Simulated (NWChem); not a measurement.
## Correlation energy of F (+1)

```
F
```
Charge +1, spin multiplicity 3.

Program: NWChem.

Basis set: cc-pVQZ. Each correlation energy counts from its own Hartree-Fock reference.

The correlated methods keep 1 core orbital frozen. The stability of the SCF solutions was not checked. Open-shell Hartree-Fock references start from PBE0 orbitals. No row is a measurement; the coupled-cluster row has its own basis-set and correlation limits.

One of these methods gave a correlation energy of -159.0 mHa. Which?
A. URI-MP2
B. CCSD on ROHF
C. CCSD on UHF
D. CCSD[T] on UHF

A, URI-MP2. The others give -173.4 (CCSD on UHF), -175.9 (CCSD[T] on UHF), -179.9 (CCSD on ROHF).
